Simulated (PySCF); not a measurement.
BeH, SMILES [BeH], multiplicity 2. Atoms are numbered in the order given.

```xyz
2

Be     0.0000     0.0000    -0.2707
H      0.0000     0.0000     1.0828
```
Charge 0, spin multiplicity 2.

Geometry optimised at PBE0-D3(BJ)/def2-TZVPD. The multiplicity is an assumed one; other spin states were not compared.

All values below come from PBE0/def2-TZVPD in PySCF.

Isolated molecule, no solvent.

Problem. Estimate the frontier levels, dipole moment and polarisability. (The exact figures need the calculation; the answer reports its results.)

Solution. 
| Item | Value |
|---|---|
| α spin, highest occupied and lowest empty level | -5.72 and -1.36 eV |
| β spin, highest occupied and lowest empty level | -9.30 and -1.63 eV |
| dipole moment | 0.26 D |
| mean static polarisability | 32.8 bohr³ (4.86 Å³) |
| polarisability, principal values | 26.1, 36.1, 36.1 bohr³ |
| ⟨S²⟩ | 0.751 (pure state 0.75) |
